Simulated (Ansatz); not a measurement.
Relative stability

Two relaxed structures of CH$_{4}$NSi (charge -1), closed shell (PBE0-D4/def2-TZVPD; forces vanish, vibrations not checked).

A:

```xyz
7
angstrom
C -1.1724 -0.1176 -0.7957
N -0.1539 -0.5838 -0.0122
Si 1.2120 0.0001 0.9210
H -2.0206 -0.7749 -0.9669
H -1.3507 0.9517 -0.7711
H 0.9143 1.5058 0.6868
H -0.1556 -1.5973 0.0161
```

B:

C1  (-1.146, -0.361, -0.569)
N2  (-0.188, -0.733, 0.233)
Si3  (1.131, 0.164, 1.233)
H4  (-0.212, -1.727, 0.454)
H5  (-1.009, 0.737, -0.710)
H6  (0.980, 1.481, 0.461)
H7  (2.319, -0.344, 0.391)
(Å)

Program: Ansatz 0.2.0. Basis: def2-TZVPPD. Cores are frozen in the correlated methods. B3LYP uses VWN-RPA correlation.

**Question.** Which structure is lower at CCSD(T), and by how much? (Judge from chemistry; the value comes from the calculation.)

**Answer.** By the calculation: A, by 1.8 kJ/mol (electronic energy, against the other); a gap this small isn't resolved in one triple-zeta basis. By their contacts, A is CH₄NSi ([CH2][NH][SiH]), total charge -1 and B is CH₄NSi ([CH][NH][SiH2]), total charge -1.

**Question.** Do the other methods give the same order? (Judge from chemistry; the calculation decides.)

**Answer.** By the calculation: Not all: wB97M-V, HF, CCSD give the other order.

| method | E(B) − E(A) (kJ/mol) |
| --- | --- |
| PBE-D4 | 29.4 |
| r2SCAN-D4 | 21.3 |
| PBE0-D4 | 10.3 |
| B3LYP-D4 | 5.6 |
| wB97M-V | -24.0 |
| HF | -84.5 |
| MP2 | 25.5 |
| CCSD | -18.0 |
| CCSD(T) | 1.8 |

The T1 diagnostic stays at or below 0.020. The restricted Hartree–Fock reference is unstable towards an unrestricted one at one or more of these structures. A large double-excitation amplitude points to some diradical character; no triplet was computed.

Labels in which every atom is bracketed show which atoms are joined, not bond orders.

For scale, one of the runs: CCSD(T)/def2-TZVPPD, 190 basis functions, launched by `ansatz run in.yaml --threads 2 --pin off --events-out ev --progress --plain --max-ram 4352MiB`. The run took 44 s on 2 CPU threads of an Arm Neoverse V2 (shared host), with 2 GiB of host memory at its peak.
